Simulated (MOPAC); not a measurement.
MOPAC input (AM1):

```
AM1 PRECISE GNORM=0.05 LET XYZ UHF MS=0.5 GEO-OK AUX(PRECISION=9) THREADS=1
H2P

P     0.00516854 1   -0.00153424 1    0.11648047 1
H    -0.05009241 1    1.03292111 1   -0.85964720 1
H    -0.02743573 1   -1.00990756 1   -0.88755990 1
```

Task: What heat of formation does the run end on?

Result: 34.06 kcal/mol.
